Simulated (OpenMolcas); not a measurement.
How methods differ on B2 (SMILES B#B)

The species is B2 (2 atoms), meant as a triplet with charge 0. SMILES: `B#B`. Geometry: relaxed at GFN2-xTB.

```csv
atom,x (Å),y (Å),z (Å)
B,0.0000,0.0000,0.0000
B,0.0000,0.0000,1.4051
```

Quantity: the vertical ionisation energy (to the doublet cation), in eV. The values are calculated.

| level | kind | program | value (eV) | less FCI/pcseg-0 | CPU time (all runs) |
| --- | --- | --- | --- | --- | --- |
| ROHF/pcseg-0 | Hartree–Fock | OpenMolcas | 9.86 | -0.02 | 4.9 s |
| USVWN5/pcseg-0 | LDA | OpenMolcas | 10.80 | +0.92 | 7.3 s |
| UPBE/pcseg-0 | GGA | OpenMolcas | 10.70 | +0.82 | 9.8 s |
| U-r2SCAN/pcseg-0 | meta-GGA | OpenMolcas | 10.86 | +0.98 | 13 s |
| UM06-2X/pcseg-0 | hybrid meta-GGA | OpenMolcas | 10.56 | +0.68 | 11 s |
| UPBE0/pcseg-0 | global hybrid | OpenMolcas | 10.69 | +0.81 | 9.1 s |
| SC-NEVPT2(6,8)/pcseg-0 | multireference | OpenMolcas | 9.78 | -0.10 | 6.6 s |
| ROCCSD(T)/pcseg-0 | coupled cluster or CI | OpenMolcas | 9.87 | -0.01 | 5.1 s |
| FCI/3-21G | exact in the basis | OpenMolcas | 9.84 | -0.04 | 9.9 s |
| FCI/pcseg-0 | exact in the basis | OpenMolcas | 9.88 | 0.00 | 11 s |

FCI/pcseg-0 is exact within its basis and frozen core, so for wave-function methods in that basis the difference is their error; functionals converge differently with the basis, so for them it is only a difference. The values span 9.78 to 10.86 eV. Spin contamination of the reference (⟨S²⟩ at least 0.1 too high) touches USVWN5/pcseg-0, UPBE/pcseg-0. All rows use very small basis sets, so even the best lies far from the true value. Times are those of the runs behind each value, whatever else they computed, on shared processors of several kinds: orders of magnitude only.
